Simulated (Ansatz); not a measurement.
Job for Ansatz (a quantum-chemistry and plane-wave program): U-wB97M-V/def2-TZVPPD on O (SMILES [O]), 2S+1 = 3. Files ending in .json are basis or fitting sets from the Basis Set Exchange.

Ansatz 0.2 input:
```yaml
crystal:
  periodic: [false, false, false]
  atoms:
    - {symbol: O, position_ang: [0.00000000, 0.00000000, 0.00000000]}
basis:
  gaussian:
    orbitals: def2-TZVPPD.json
hamiltonian:
  xc: {name: wB97M-V}
magnetization: {spin_polarized: true, initial_magnetization: 2}
```

The head of its log:

```
WARN ansatz: RAYON_NUM_THREADS=2 ignored (pool sized by the plan → 2); use --threads N
Functional definition: wB97M-V
integrals: 0.01 GiB planned
184 factors; their error is unknown
integrals: 0.04 GiB planned
52 factors; integrals over basis functions are off by at most 1.0e-4 eV
mean field: 0.11 GiB planned
mean field evaluation 1: about -2042.8843 eV, gradient 6.0e0 eV
mean field evaluation 2: about -2042.9640 eV, gradient 1.5e0 eV
```

### Question
Predict the final total energy.

### Answer
-75.0781 hartree.
